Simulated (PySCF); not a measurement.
Molfile (atoms numbered from 1):
```
C5H7F
     RDKit          3D

 13 12  0  0  0  0  0  0  0  0999 V2000
    1.9770   -1.4761    0.4427 C   0  0  0  0  0  0  0  0  0  0  0  0
    1.0599   -0.8024    0.0733 C   0  0  0  0  0  0  0  0  0  0  0  0
   -0.0496    0.0107   -0.4088 C   0  0  0  0  0  0  0  0  0  0  0  0
   -1.3793   -0.5416    0.1006 C   0  0  0  0  0  0  0  0  0  0  0  0
    0.1571    1.4763   -0.0321 C   0  0  0  0  0  0  0  0  0  0  0  0
   -0.0690   -0.0664   -1.8071 F   0  0  0  0  0  0  0  0  0  0  0  0
    2.7773   -2.0634    0.7827 H   0  0  0  0  0  0  0  0  0  0  0  0
   -1.3981   -0.5164    1.1868 H   0  0  0  0  0  0  0  0  0  0  0  0
   -1.5052   -1.5691   -0.2336 H   0  0  0  0  0  0  0  0  0  0  0  0
   -2.1984    0.0576   -0.2905 H   0  0  0  0  0  0  0  0  0  0  0  0
    1.0905    1.8385   -0.4575 H   0  0  0  0  0  0  0  0  0  0  0  0
   -0.6631    2.0743   -0.4231 H   0  0  0  0  0  0  0  0  0  0  0  0
    0.1966    1.5784    1.0489 H   0  0  0  0  0  0  0  0  0  0  0  0
  1  2  3  0
  2  3  1  0
  3  4  1  0
  3  5  1  0
  3  6  1  0
  1  7  1  0
  4  8  1  0
  4  9  1  0
  4 10  1  0
  5 11  1  0
  5 12  1  0
  5 13  1  0
M  END
```

One conformer, relativity neglected, in vacuum, equivalent nuclei averaged. GFN2-xTB structure; spin–spin couplings from B3LYP/pcJ-1 (spin–dipole term only in couplings to heteroatoms); NMR shieldings at PBE0/pcSseg-1/GIAO; PySCF 2.14.0 with density-fitted response routines.

Predict the 2D correlation tables (HSQC, COSY, HMBC).

Results:



HSQC (one-bond C–H):
```
                          δH            δC  ¹J(C,H) (Hz)
                   2.10 (H7)     81.9 (C1)           264
1.64 (H8/H9/H10/H11/H12/H13)  31.7 (C4/C5)           135
```

HMBC (two and three bonds, |J| ≥ 2.5 Hz):
```
                          δH                                     δC [abs. J in Hz]
                   2.10 (H7)                     89.4 (C2) [51.0], 87.8 (C3) [3.2]
1.64 (H8/H9/H10/H11/H12/H13)  89.4 (C2) [4.6], 87.8 (C3) [3.6], 31.7 (C4/C5) [4.2]
```

No COSY cross peaks are expected.

Scale: TMS for ¹H, ¹³C (reference shieldings calculated alike).

Common functionals overestimate the size of one-bond C–F couplings by tens of Hz; these are unscaled. Shifts are as computed. Against solution values, carbons near 30 ppm lie about +3 ppm off and those near 130 ppm about +5 ppm. Of 1211 compounds with measured shifts, 218 miss one by over three times the rms of a fit or turn the order of signals round; such compounds aren't used in these exercises.
